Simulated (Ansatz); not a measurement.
Candidates: bcc K, diamond, bcc Nb, fcc Au, bcc Mo, fcc Pt. Level: PBE in Ansatz (plane waves, PAW).

Ansatz's runs of these crystals have no spin polarisation.

Spin–orbit coupling is left out, also for the solids with elements from indium on (fcc Au, fcc Pt); its size isn't shown.

Ansatz's density-functional and Hartree–Fock values are scalar-relativistic unless marked +SOC, with PAW data made under PBE.

Q: Order them by their equilibrium lattice constant a at this level, smallest first.

A: bcc Mo (3.161 Å), bcc Nb (3.310 Å), diamond (3.572 Å), fcc Pt (3.970 Å), fcc Au (4.158 Å), bcc K (5.284 Å)

Ansatz is a quantum-chemistry and plane-wave program.
